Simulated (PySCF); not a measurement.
**HSiN: from structure and modes to constants**

Method: PBE0/[Si def2-TZVP, N def2-TZVP, H def2-TZVP], no relativity, density fitting, PySCF.

The singlet minimum has C∞v symmetry. Masses (u): Si 27.97693, N 14.00307, H 1.00782.

```xyz
3
charge 0 multiplicity 1, angstrom
Si    0.0000    0.0000    0.4723
N     0.0000    0.0000   -1.0846
H     0.0000    0.0000    1.9595
```

Harmonic wavenumbers (cm⁻¹): 276.9 (π, ×2), 1256.2 (σ+, ×1), 2210.7 (σ+, ×1).

**Question.** Find the principal moments of inertia and the rotational constants. What kind of rotor is it?

**Answer.** About the centre of mass I = 26.584 u Å². With B = 16.8576/I this gives 0.6341 cm⁻¹. The molecule is linear.

**Question.** What is the harmonic zero-point energy?

**Answer.** Half the sum of all 4 wavenumbers, 4021/2 = 2010 cm⁻¹, which is 24.0 kJ/mol (1 cm⁻¹ = 0.0119627 kJ/mol).

**Question.** Find the vibrational entropy and heat capacity at 298.15 K.

**Answer.** With u = 1.43878 ω/T, each mode gives S = R[u/(eᵘ−1) − ln(1−e⁻ᵘ)] and C = R u² eᵘ/(eᵘ−1)².
```csv
ω (cm⁻¹),u,S (J/(mol K)),C (J/(mol K))
276.9 (×2),1.336,6.50,7.18
1256.2,6.062,0.14,0.72
2210.7,10.668,0.00,0.02
```
The sums over all modes are S = 13.1 and C = 15.1 J/(mol K); the softest mode gives 49 % of the entropy (each member, where degenerate).

**Question.** Give the standard entropy (298.15 K, 1 bar) by its translational, rotational, vibrational and spin parts, and Cp.

**Answer.** Sackur–Tetrode with M = 42.99 u gives 155.8; rotation with symmetry number 1 gives 56.4; vibration 13.1; spin R ln 1 = 0.0. The total is 225.3 J/(mol K), and Cp = 7/2 R + 15.1 = 44.2 J/(mol K).

Only a few start shapes were tried, so a lower isomer may exist.
